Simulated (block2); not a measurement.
# DMRG/ANO-RCC-MB run of CH5Si (SMILES C[SiH2])

What is the vertical ionisation energy of CH5Si at DMRG/ANO-RCC-MB? 

Program for the calculation: block2 0.5.4.

4 further runs of the same task are left out: 2 that didn't finish, 2 set aside as unsound or not needed.

## Step 1: Starting point

The species is CH5Si (7 atoms), meant as a doublet with charge 0. As SMILES, `C[SiH2]`. The coordinates come from a PBE0-D4/def2-TZVP relaxation.

Bond lengths: C1–Si2 1.875 Å, C1–H3 1.094 Å, C1–H4 1.092 Å, C1–H5 1.092 Å, Si2–H6 1.491 Å, Si2–H7 1.490 Å. Angles: C1–Si2–H6 111.8°, C1–Si2–H7 111.8°, Si2–C1–H3 110.5°, Si2–C1–H4 110.8°, Si2–C1–H5 110.8°, H6–Si2–H7 109.5°, H3–C1–H4 108.1°, H3–C1–H5 108.2°, H4–C1–H5 108.3°.

## Step 2: A single-point energy at DMRG/ANO-RCC-MB

Input file integrals.py:

```python
from pyscf import ao2mo, cc, dft, gto, mcscf, mp, scf
from pyscf.tools import fcidump

mol = gto.M(atom="""
C
Si 1 1.87494
H 1 1.094317 2 110.52863
H 1 1.091743 3 108.14509 2 -121.48438
H 1 1.091674 4 108.25734 3 116.95988
H 2 1.490529 1 111.77425 5 -58.24645
H 2 1.490422 6 109.46142 1 124.39949
""", basis="ano-rcc-mb", spin=1, verbose=3, max_memory=2000)
print("basis functions = %d" % (mol.nao))
mf = scf.ROHF(mol)
mf.conv_tol = 1e-10
mf.max_cycle = 200
mf.kernel()
if not mf.converged:
    mf = mf.newton().run(mf.mo_coeff, mf.mo_occ)
print(f"E(HF) = {mf.e_tot:.10f}")
ref = scf.UHF(mol).run(mf.make_rdm1(), conv_tol=1e-10)
pt = mp.MP2(ref, frozen=6).run()
mycc = cc.CCSD(ref, frozen=6)
mycc.max_cycle = 150
mycc.kernel()
print(f"MP2 total energy = {pt.e_tot:.10f}")
if mycc.converged:
    print(f"CCSD total energy = {mycc.e_tot:.10f}")
    print(f"CCSD(T) total energy = {mycc.e_tot + mycc.ccsd_t():.10f}")
ks = dft.UKS(mol, xc="hse06").set(conv_tol=1e-9, verbose=3).run(mf.make_rdm1())
if ks.converged:
    print(f"E(HSE06) = {ks.e_tot:.8f}")
ks = dft.UKS(mol, xc="pbe0").set(conv_tol=1e-9, verbose=3).run(mf.make_rdm1())
if ks.converged:
    print("E(PBE0) = %.8f" % (ks.e_tot))
ks = dft.UKS(mol, xc="tpssh").set(conv_tol=1e-9, verbose=3).run(mf.make_rdm1())
if ks.converged:
    print(f"E(TPSSh) = {ks.e_tot:.8f}")
ks = dft.UKS(mol, xc="pbe").set(conv_tol=1e-9, verbose=3).run(mf.make_rdm1())
if ks.converged:
    print("E(PBE) = %.8f" % (ks.e_tot))
ks = dft.UKS(mol, xc="camb3lyp").set(conv_tol=1e-9, verbose=3).run(mf.make_rdm1())
if ks.converged:
    print("E(CAM-B3LYP) = %.8f" % (ks.e_tot))
occ_no, mo = mcscf.addons.make_natural_orbitals(mp.MP2(mf.to_uhf(), frozen=6).run())
mf.mo_coeff = mo
cas = mcscf.CASCI(mf, 13, 13)
h1, ecore = cas.get_h1eff()
fcidump.from_integrals("FCIDUMP", h1, cas.get_h2eff(), 13, 13, nuc=ecore, ms=1)
```

Input file block.conf:

```
sym c1
orbitals FCIDUMP
nelec 13
spin 1
irrep 1
occ 2 2 2 2 2 2 1 0 0 0 0 0 0
cbias 0.1
schedule
0 50 1E-07 1E-04
2 100 1E-07 1E-05
5 100 1E-08 0.0
end
maxiter 11
sweep_tol 1E-06
fiedler
mem 2g
num_thrds 1
prefix ./tmp
outputlevel 2
onepdm
```

Run with:

```
$ python integrals.py && block2main block.conf
```

Log:

```text
$ python integrals.py
[... 8 lines left out ...]
CCSD total energy = -329.5375558834
[... 103 lines left out ...]
 <-- Site =   10-  11 .. Mmps =   10 Ndav =   1 E =   -329.5337087623 Error = 0.00e+00 FLOPS = 9.49e+08 Tdav = 0.00 T = 0.01
[... 29 lines left out ...]
 --> Site =   10-  11 .. Mmps =   94 Ndav =   1 E =   -329.5376944137 Error = 1.27e-14 FLOPS = 1.49e+09 Tdav = 0.00 T = 0.02
[... 38 lines left out ...]
 --> Site =    7-   8 .. Mmps =  100 Ndav =   4 E =   -329.5381120544 Error = 1.32e-05 FLOPS = 3.95e+09 Tdav = 0.29 T = 0.39
[... 38 lines left out ...]
 --> Site =    4-   5 .. Mmps =  100 Ndav =   5 E =   -329.5378399819 Error = 1.62e-05 FLOPS = 4.04e+09 Tdav = 0.35 T = 0.39
[... 57 lines left out ...]
 <-- Site =    5-   6 .. Nterms =           15 Error =  0.000022909355/ 0.000000000000 FLOPS = 4.11e+09 Tmult = 0.00 T = 0.01
 <-- Site =    4-   5 .. Nterms =           17 Error =  0.000039139162/ 0.000000000000 FLOPS = 3.85e+09 Tmult = 0.00 T = 0.01
 <-- Site =    3-   4 .. Nterms =           19 Error =  0.000004676285/ 0.000000000000 FLOPS = 2.74e+09 Tmult = 0.00 T = 0.01
 <-- Site =    2-   3 .. Nterms =           21 Error =  0.000000000000/ 0.000000000000 FLOPS = 1.70e+09 Tmult = 0.00 T = 0.01
 <-- Site =    1-   2 .. Nterms =           23 Error =  0.000000000000/ 0.000000000000 FLOPS = 1.23e+09 Tmult = 0.00 T = 0.01
 <-- Site =    0-   1 .. Nterms =           25 Error =  0.000000000000/ 0.000000000000 FLOPS = 1.10e+09 Tmult = 0.00 T = 0.01
[... 7 lines left out ...]
NPDM Sorting | Nsites =    13 | Nmaxops =  2 | DotSite = 2 | SymbolFree = T | Compressed = T | LowMem = F | Mem = 1.32 KB
 Site =     0 ..  T = 0.000
 Site =     1 ..  T = 0.000
 Site =     2 ..  T = 0.000
 Site =     3 ..  T = 0.000
 Site =     4 ..  T = 0.000
 Site =     5 ..  T = 0.000
 Site =     6 ..  T = 0.000
 Site =     7 ..  T = 0.000
 Site =     8 ..  T = 0.000
 Site =     9 ..  T = 0.000
 Site =    10 ..  T = 0.000
 Site =    11 ..  T = 0.000
Ttotal =      0.001

DMRG OCC =   1.984 1.982 1.974 1.975 1.969 1.966 1.001 0.031 0.023 0.022 0.023 0.023 0.025
```

Run time: 38 s. Hardware: 1 thread of Arm Neoverse V2, shared host; peak memory 0.21 GiB.

## Step 3: The singlet cation: the energy at DMRG/ANO-RCC-MB

Input file integrals.py:

```python
import numpy as np
from pyscf import ao2mo, cc, dft, gto, lo, mcscf, mp, scf
from pyscf.tools import fcidump

geom = """
C     -0.122600    -0.803200     0.095200
Si     0.176200     1.034800     0.314000
H     -0.204800    -1.054900    -0.966600
H      0.699200    -1.383300     0.519500
H     -1.047100    -1.107700     0.589500
H     -0.951500     1.846400    -0.225700
H      1.450600     1.468000    -0.326000
"""
mol = gto.M(
    atom=geom,
    basis="ano-rcc-mb",
    charge=1,
    verbose=3,
    max_memory=2000,
)
print("nao                            = %d" % (mol.nao))
mf = scf.RHF(mol)
mf.conv_tol = 1e-10
mf.max_cycle = 200
mf.kernel()
if not mf.converged:
    mf = mf.newton().run(mf.mo_coeff, mf.mo_occ)
print("SCF energy                     = %.10f" % (mf.e_tot))
ref = mf
pt = mp.MP2(ref, frozen=6).run()
mycc = cc.CCSD(ref, frozen=6)
mycc.max_cycle = 150
mycc.kernel()
print(f"E(MP2)                         = {pt.e_tot:.10f}")
if mycc.converged:
    print("CCSD total energy              = %.10f" % (mycc.e_tot))
    print(f"CCSD(T) total energy           = {mycc.e_tot + mycc.ccsd_t():.10f}")
    print("T1 diagnostic                  = %.4f" % (mycc.get_t1_diagnostic()))
ks = dft.RKS(mol, xc="hse06").set(conv_tol=1e-9, verbose=3).run()
if ks.converged:
    print(f"E(HSE06)                       = {ks.e_tot:.8f}")
ks = dft.RKS(mol, xc="pbe0").set(conv_tol=1e-9, verbose=3).run()
if ks.converged:
    print(f"E(PBE0)                        = {ks.e_tot:.8f}")
ks = dft.RKS(mol, xc="tpssh").set(conv_tol=1e-9, verbose=3).run()
if ks.converged:
    print(f"E(TPSSh)                       = {ks.e_tot:.8f}")
ks = dft.RKS(mol, xc="pbe").set(conv_tol=1e-9, verbose=3).run()
if ks.converged:
    print("E(PBE)                         = %.8f" % (ks.e_tot))
ks = dft.RKS(mol, xc="camb3lyp").set(conv_tol=1e-9, verbose=3).run()
if ks.converged:
    print("E(CAM-B3LYP)                   = %.8f" % (ks.e_tot))
mo = mf.mo_coeff.copy()
for a, b in ((6, 12), (12, 19)):
    if b - a > 1:
        mo[:, a:b] = lo.Boys(mol, mo[:, a:b]).kernel()
mf.mo_coeff = mo
cas = mcscf.CASCI(mf, 13, 12)
h1, ecore = cas.get_h1eff()
fcidump.from_integrals("FCIDUMP", h1, cas.get_h2eff(), 13, 12, nuc=ecore, ms=0)
```

Input file block.conf:

```
sym c1
orbitals FCIDUMP
nelec 12
spin 0
irrep 1
schedule
0 75 1E-07 1E-04
3 112 1E-07 1E-04
5 150 1E-07 1E-05
8 150 1E-08 0.0
end
maxiter 14
sweep_tol 1E-06
gaopt default
mem 2g
num_thrds 1
prefix ./tmp
outputlevel 1
onepdm
```

Run with:

```
$ python integrals.py && block2main block.conf
```

Log:

```text
$ python integrals.py
[... 2 lines left out ...]
SCF energy                     = -329.0962576114
[... 6 lines left out ...]
CCSD(T) total energy           = -329.2147740870
[... 3 lines left out ...]
converged SCF energy = -329.805523232556
[... 3 lines left out ...]
converged SCF energy = -329.772708362861
[... 37 lines left out ...]
integral sym error =            0
[... 43 lines left out ...]
DMRG Energy = -329.215278760539036
[... 18 lines left out ...]
Expectation | Direction = backward | BRA bond dimension =  150 | KET bond dimension =  150
Time elapsed =      0.121
NPDM Sorting | Nsites =    13 | Nmaxops =  2 | DotSite = 2 | SymbolFree = T | Compressed = T | LowMem = F | Mem = 1.32 KB
Ttotal =      0.000

DMRG OCC =   1.979 1.969 1.975 1.972 1.961 1.967 0.014 0.034 0.032 0.032 0.021 0.022 0.022
```

Wall time 37 s (1 thread of Arm Neoverse V2, shared host); peak memory 0.23 GiB.

## Step 4: Outcome

Level: DMRG/ANO-RCC-MB, 6 core orbitals frozen.

| quantity | value |
| --- | --- |
| run 1, DMRG/ANO-RCC-MB: total energy | -329.53814 Eh |
| singlet cation: total energy | -329.21528 Eh |
| singlet cation: T1 diagnostic of the CCSD step | 0.009 |
| vertical ionisation energy (to the singlet cation) | 8.786 eV |

In words: Removing an electron at fixed nuclei costs 8.79 eV (203 kcal/mol). Only the singlet of the ionised species was computed; a triplet could lie lower. In a minimal basis such a difference can be off by several eV, whatever the method. The basis (run 1, DMRG/ANO-RCC-MB) was made for a relativistic Hamiltonian, but the run is non-relativistic. The basis (singlet cation) was made for a relativistic Hamiltonian, but the run is non-relativistic.
